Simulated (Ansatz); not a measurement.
# Cost against result

Saddle point of CH₆BCl, singlet (BH₂Cl ([BH2][Cl]) + CH₄ → CH₅B ([BH2][CH3]) + HCl; bonds formed: B1–C6, Cl2–H5; bonds broken: B1–Cl2, H5–C6), PBE0-D4/def2-TZVP structure:

```
atom    x (Å)    y (Å)    z (Å)
  B1  -0.5119  -0.0658  -0.6828
 Cl2   1.0148   1.0578  -1.6504
  H3  -0.4880  -1.1041  -1.2633
  H4  -1.4461   0.6704  -0.7150
  H5   0.7708   0.5033  -0.2807
  C6   0.1422  -0.1904   0.8653
  H7   0.2023   0.7092   1.4809
  H8   1.0282  -0.8114   1.0112
  H9  -0.7124  -0.7690   1.2348
```

Barriers are electronic and count from the start structure reached by relaxing down the imaginary mode.

Ansatz 0.2.0; basis: as named in each row; cores frozen in the correlated methods. B3LYP uses VWN-RPA correlation. Extrapolation: Hartree–Fock as exp(−7.88 √X), correlation as X^−2.97.

Times are rough, for one single point on 2 threads of a shared host (Arm Neoverse V1).

The estimate by CCSD(T) at an estimated basis limit (MP2 extrapolated from triple and quadruple zeta, plus CCSD(T) − MP2 in triple zeta) is 1.736 eV.

| method | basis | time (s) | barrier (eV) | method less estimate |
| --- | --- | --- | --- | --- |
| SPW92 | def2-TZVPP | 1 | 0.871 | -0.864 |
| PBE-D4 | def2-TZVPP | 2 | 1.311 | -0.424 |
| BLYP-D4 | def2-TZVPP | 2 | 1.636 | -0.100 |
| BHLYP-D4 | def2-TZVPP | 2 | 1.942 | 0.206 |
| PBE0-D4 | def2-TZVPP | 3 | 1.465 | -0.271 |
| B3LYP-D4 | def2-TZVPP | 3 | 1.731 | -0.005 |
| CAM-B3LYP-D4 | def2-TZVPP | 3 | 1.755 | 0.020 |
| r2SCAN-D4 | def2-TZVPP | 4 | 1.467 | -0.268 |
| RPA on PBE | def2-TZVPP | 4 | 1.812 | 0.077 |
| PBE-QIDH | def2-TZVPP | 4 | 1.609 | -0.126 |
| B2PLYP | def2-TZVPP | 5 | 1.786 | 0.051 |
| r2SCAN0-D4 | def2-TZVPP | 5 | 1.566 | -0.169 |
| wB97X-V | def2-TZVPP | 8 | 1.723 | -0.013 |
| wB97M-V | def2-TZVPP | 8 | 1.683 | -0.053 |
| B97M-V | def2-TZVPP | 9 | 1.702 | -0.034 |
| MP2 | def2-QZVPP | 17 | 1.649 | -0.087 |
| CCSD(T) | def2-TZVPP | 39 | 1.773 | 0.038 |

All methods are single points on the PBE0-D4 structures.

The T1 diagnostic stays at or below 0.011.

Labels in which every atom is bracketed show which atoms are joined, not bond orders.
